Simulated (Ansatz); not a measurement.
**AlH₃NS− (SMILES [NH2][AlH][S-]): functionals against CCSD(T) at one geometry**

Aim: energy, forces and dipole at a structure displaced at random from a GFN2-xTB minimum, from CCSD(T) and from density functionals.

The runs use Ansatz 0.2.0, Gaussian basis; single points in def2-TZVPPD.

Correlated methods freeze the cores.

## (1) The starting structure

SMILES `[NH2][AlH][S-]`, 6 atoms, charge -1, spin multiplicity 1.

Atoms are counted from 1 here; the program's logs count them from 0.

Bond lengths: N1–Al2 1.815 Å, N1–H4 1.015 Å, N1–H5 1.024 Å, Al2–S3 2.105 Å, Al2–H6 1.632 Å. Angles: Al2–N1–H4 125.2°, Al2–N1–H5 125.7°, H4–N1–H5 109.0°, N1–Al2–S3 130.7°, N1–Al2–H6 101.7°, S3–Al2–H6 127.6°.

Coordinates:

```xyz
6
AlH3NS
N    -0.6691    0.2890   -0.6777
Al    0.5387   -0.2280    0.5752
S     1.4956   -2.0780    0.8780
H    -1.0737    1.2168   -0.7533
H    -1.0230   -0.2922   -1.4425
H     0.7154    1.1388    1.4496
```

## (2) CCSD(T)/def2-TZVPPD

The input, run/in.yaml:

```yaml
crystal:
  periodic: [false, false, false]
  atoms:
    - {symbol: N, position_ang: [-0.669100, 0.289000, -0.677700]}
    - {symbol: Al, position_ang: [0.538700, -0.228000, 0.575200]}
    - {symbol: S, position_ang: [1.495600, -2.078000, 0.878000]}
    - {symbol: H, position_ang: [-1.073700, 1.216800, -0.753300]}
    - {symbol: H, position_ang: [-1.023000, -0.292200, -1.442500]}
    - {symbol: H, position_ang: [0.715400, 1.138800, 1.449600]}
basis:
  gaussian: {orbitals: "def2-TZVPPD.json"}
total_charge: -1
correlation: {method: ccsd_t}
output: {forces: true}
```

The basis file named in the input lies beside it (Basis Set Exchange, JSON).

No record of the launch command was kept for these runs.

## (3) PBE0-D4/def2-TZVPPD

run/in.yaml, as its differences from that of step 2:

```diff
@@ -12,3 +12,3 @@
 total_charge: -1
-correlation: {method: ccsd_t}
-output: {forces: true}
+hamiltonian: {xc: pbe0, dispersion: d4}
+output: {forces: true, orbitals: {seedname: orbitals}}
```

## (4) wB97M-V/def2-TZVPPD

run/in.yaml, as its differences from that of step 3:

```diff
@@ -12,3 +12,3 @@
 total_charge: -1
-hamiltonian: {xc: pbe0, dispersion: d4}
-output: {forces: true, orbitals: {seedname: orbitals}}
+hamiltonian: {xc: {name: wB97M-V}}
+output: {forces: true}
```

## (5) r2SCAN-D4/def2-TZVPPD

run/in.yaml, as its differences from that of step 4:

```diff
@@ -12,3 +12,3 @@
 total_charge: -1
-hamiltonian: {xc: {name: wB97M-V}}
+hamiltonian: {xc: r2scan, dispersion: d4}
 output: {forces: true}
```

## (6) PBE-D4/def2-TZVPPD

run/in.yaml, as its differences from that of step 5:

```diff
@@ -12,3 +12,3 @@
 total_charge: -1
-hamiltonian: {xc: r2scan, dispersion: d4}
+hamiltonian: {xc: pbe, dispersion: d4}
 output: {forces: true}
```

## (7) BLYP-D4/def2-TZVPPD

run/in.yaml, as its differences from that of step 6:

```diff
@@ -12,3 +12,3 @@
 total_charge: -1
-hamiltonian: {xc: pbe, dispersion: d4}
+hamiltonian: {xc: {name: BLYP}, dispersion: d4}
 output: {forces: true}
```

## (8) r2SCANh-D4/def2-TZVPPD

run/in.yaml, as its differences from that of step 7:

```diff
@@ -12,3 +12,3 @@
 total_charge: -1
-hamiltonian: {xc: {name: BLYP}, dispersion: d4}
+hamiltonian: {xc: {name: r2SCANh}, dispersion: d4}
 output: {forces: true}
```

(Steps that only read results are left out.)

**Question.** What will these runs give? Wanted: RMS force component; RMS force error; HOMO and LUMO, PBE0-D4; T1 diagnostic.

As calculated:

| quantity | value |
| --- | --- |
| RMS force component | 0.201 to 0.304 eV/Å over the methods |
| RMS force error | PBE0-D4 0.082, wB97M-V 0.079, r2SCAN-D4 0.064, PBE-D4 0.126, BLYP-D4 0.126, r2SCANh-D4 0.088 eV/Å |
| HOMO and LUMO, PBE0-D4 | -1.08 and 3.28 eV |
| T1 diagnostic | 0.013 |

For forces r2SCAN-D4 does best and BLYP-D4 worst. Frozen-core CCSD(T) forces in triple zeta carry basis errors of their own, and this is one geometry, so small gaps rank nothing.
